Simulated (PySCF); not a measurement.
# Dipole moment and polarisability of `C#CC#P`

Compound: C3HP.
Structure used (GFN2-xTB), in Å, numbered top down from 1:
```
atom  x, y, z in Å
C1    -1.3630   -0.0570    0.0566
C2    -0.1524   -0.0070    0.0257
C3     1.1857    0.0493   -0.0086
P4     2.7485    0.1167   -0.0469
H5    -2.4102   -0.0992    0.0849
```

Level: wB97X-D/def2-SVPD (PySCF), static field, nuclei fixed, core orbitals frozen in the response. The polarisability tensor in these axes (au):

```
x   117.28   3.32  -1.97
y     3.32  38.85  -0.08
z    -1.97  -0.08  38.76
```

Task: Give the principal values, the mean and the anisotropy Δα = √{½[(α1 − α2)² + (α2 − α3)² + (α1 − α3)²]}.

Result: Principal values 38.71, 38.71 and 117.47 au; mean 64.96 au = 9.63 Å³ = 10.71 × 10⁻⁴⁰ C²·m²/J; Δα = 78.76 au (121 % of the mean).

Task: What is the dipole moment, and where does it point?

Result: (-0.86, -0.03, 0.02) D, 0.87 D in size, pointing from the negative to the positive side. Measured along this direction, the outermost atoms are P4 at the negative end and H5 at the positive end.

Task: Sum over states: ᾱ = Σ f/ω², ω in Eh. What share falls to these 8 lowest TDDFT singlets (eV, f)? 3.25, 0.0000; 3.56, 0.0000; 3.56, 0.0000; 6.23, 0.0000; 6.50, 0.0000; 6.50, 0.0000; 6.67, 1.6800; 7.15, 0.0167.

Result: They add up to 28.23 au, 43.5 % of the 64.96 au; the largest single term is 27.99 au, from the state at 6.67 eV. Terms in order: 0.00, 0.00, 0.00, 0.00, 0.00, 0.00, 27.99, 0.24 au. Higher excitations give the rest. The strengths listed sum to 1.697.

Task: Estimate the molar refractivity from the static electronic polarisability.

Result: Lorentz–Lorenz: R = (4π/3)N_A α = 2.5225 cm³/(mol·Å³) × 9.63 Å³ = 24.3 cm³/mol, in the limit of long wavelengths.

Task: Rayleigh depolarisation ratio (linearly polarised light, static tensor)?

Result: ρ = 3Δα²/(45ᾱ² + 4Δα²) = 18608.0/(189898 + 24810.7) = 0.0867.

Task: How large is μ²/3kT at 298 K beside α?

Result: In Gaussian units μ²/3kT = 6.08 Å³ against 9.63 Å³, a ratio of 0.63; the Debye molar polarisation (4π/3)N_A(α + μ²/3kT) is 39.6 cm³/mol, leaving out the vibrational part.

Geometry: GFN2-xTB; no solvent, vibrations or thermal averaging.

wB97X-D is run here without its empirical dispersion term; that term would change no orbital, density or response property at a fixed geometry.
